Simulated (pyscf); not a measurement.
# Insertion: H₃C–Al [singlet] + hydrogen fluoride (HF) → H₃C–AlH–F

Gas phase, singlet surface, charge 0. Bonds broken: F6–H7. Bonds formed: Al1–F6, Al1–H7. Single points on ωB97X-D3(BJ)/def2-SVP structures (PySCF, gas phase). Correlated levels are frozen-core, on RHF or UHF. ΔMP2 is the change of the MP2 total energy from the triple- to the quadruple-zeta basis.

Transition state (Å):

```xyz
7

Al     0.3210     0.2879     0.1333
C     -1.5372    -0.2948     0.3541
H     -1.7268    -1.1910    -0.2645
H     -2.2238     0.4944    -0.0033
H     -1.8134    -0.5364     1.3937
F      0.6530     0.6160    -1.7311
H      1.5520     0.7932    -0.9723
```

One imaginary mode, 1292i cm⁻¹; descent along it reached the two sides named, in the forms told below.

```json
[
 {"bond": "F6–H7", "change": "breaks", "reactant side (Å)": "0.930", "saddle": "1.190", "product side": "2.7"},
 {"bond": "Al1–F6", "change": "forms", "reactant side (Å)": "2.491", "saddle": "1.922", "product side": "1.674"},
 {"bond": "Al1–H7", "change": "forms", "reactant side (Å)": "2.7", "saddle": "1.730", "product side": "1.580"}
]
```

Electronic energies relative to the separated reactants (eV):

```csv
level,barrier,reaction energy,reverse barrier
ωB97X-D3(BJ)/def2-TZVP,0.39,-3.25,3.64
PBE/def2-TZVP,0.01,-3.03,3.04
r²SCAN/def2-TZVP,0.02,-3.36,3.38
B3LYP-D3(BJ)/def2-TZVP,0.31,-3.12,3.43
PBE0-D3(BJ)/def2-TZVP,0.26,-3.10,3.36
M06-2X/def2-TZVP,0.44,-3.09,3.53
ωB97M-D3(BJ)/def2-TZVP,0.41,-3.09,3.50
HF/def2-TZVP,1.19,-3.13,4.32
MP2/def2-QZVPP,0.41,-3.23,3.65
CCSD/def2-TZVPP,0.70,-3.00,3.70
CCSD(T)/def2-TZVPP,0.54,-3.01,3.55
CCSD(T)/def2-TZVPP + ΔMP2(QZVPP),0.50,-3.06,3.57
```

With CCSD(T)/def2-TZVPP + ΔMP2(QZVPP) energies and thermal terms (ideal gas, 1 atm, RRHO with modes under 100 cm⁻¹ raised to 100, one conformer, R ln 2 for chiral ones without a mode under 150 cm⁻¹), in eV:

```csv
T (K),ΔH‡,ΔG‡,ΔH,ΔG
298,0.41,0.77,-3.06,-2.69
600,0.41,1.14,-3.06,-2.31
900,0.43,1.50,-3.03,-1.94
1200,0.45,1.85,-2.98,-1.58
```

On the reactant side the descent ends in a complex, 0.19 eV under the separated species and 0.57 eV under the saddle at ωB97X-D3(BJ)/def2-TZVP. This is the saddle that the search found; another between the same sides may lie lower. The CCSD(T) − MP2 part came from Ansatz, without density fitting, on the same reference.
